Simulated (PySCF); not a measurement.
Reaction (SMILES): N (NH3) + H+ → [NH4+]
B3LYP-D3(BJ)/def2-TZVP geometries, fixed; electronic energies without zero-point terms; positive where energy is released.

Basis-set convergence of the proton affinity at HF with PySCF. All functions are spherical. Density fitting with generated auxiliary sets. No added dispersion term, no relativity. Functions are those of the species that has most. Reference: the value in def2-QZVPPD, 215.89 kcal/mol, itself unsure by roughly 0.23 kcal/mol (its mean distance from pcseg-3, def2-QZVPP, cc-pVQZ). Deviations are taken from unrounded values.

```json
[
 {"basis": "cc-pVDZ", "functions": "34", "proton affinity (kcal/mol)": "219.29"},
 {"basis": "aug-cc-pVDZ", "functions": "59", "proton affinity (kcal/mol)": "214.71"},
 {"basis": "def2-SVP", "functions": "34", "proton affinity (kcal/mol)": "219.62"},
 {"basis": "def2-SVPD", "functions": "52", "proton affinity (kcal/mol)": "215.32"},
 {"basis": "pcseg-1", "functions": "34", "proton affinity (kcal/mol)": "215.21"},
 {"basis": "aug-pcseg-1", "functions": "59", "proton affinity (kcal/mol)": "213.65"},
 {"basis": "6-311G**", "functions": "42", "proton affinity (kcal/mol)": "218.50"},
 {"basis": "6-311+G**", "functions": "46", "proton affinity (kcal/mol)": "216.05"},
 {"basis": "def2-TZVP", "functions": "55", "proton affinity (kcal/mol)": "216.13"},
 {"basis": "def2-TZVPD", "functions": "73", "proton affinity (kcal/mol)": "215.44"},
 {"basis": "cc-pVTZ", "functions": "86", "proton affinity (kcal/mol)": "217.24"},
 {"basis": "aug-cc-pVTZ", "functions": "138", "proton affinity (kcal/mol)": "215.76"},
 {"basis": "pcseg-2", "functions": "86", "proton affinity (kcal/mol)": "216.18"},
 {"basis": "aug-pcseg-2", "functions": "138", "proton affinity (kcal/mol)": "215.90"},
 {"basis": "def2-TZVPP", "functions": "87", "proton affinity (kcal/mol)": "216.45"},
 {"basis": "def2-TZVPPD", "functions": "105", "proton affinity (kcal/mol)": "215.90"},
 {"basis": "def2-QZVPP", "functions": "177", "proton affinity (kcal/mol)": "216.00"},
 {"basis": "def2-QZVPPD", "functions": "195", "proton affinity (kcal/mol)": "215.89"}
]
```

What the diffuse functions change, pair by pair:
- cc-pVDZ to aug-cc-pVDZ: 25 more functions, deviation 3.40 to -1.19 kcal/mol
- def2-SVP to def2-SVPD: 18 more functions, deviation 3.73 to -0.57 kcal/mol
- pcseg-1 to aug-pcseg-1: 25 more functions, deviation -0.68 to -2.24 kcal/mol
- 6-311G** to 6-311+G**: 4 more functions, deviation 2.61 to 0.15 kcal/mol
- def2-TZVP to def2-TZVPD: 18 more functions, deviation 0.24 to -0.45 kcal/mol
- cc-pVTZ to aug-cc-pVTZ: 52 more functions, deviation 1.35 to -0.13 kcal/mol
- pcseg-2 to aug-pcseg-2: 52 more functions, deviation 0.28 to 0.01 kcal/mol
- def2-TZVPP to def2-TZVPPD: 18 more functions, deviation 0.55 to 0.01 kcal/mol
- def2-QZVPP to def2-QZVPPD: 18 more functions, deviation 0.11 to 0.00 kcal/mol

Leaving out the reference's own pair, they bring the value nearer the reference by more than 0.23 kcal/mol in 6 of 8 pairs.
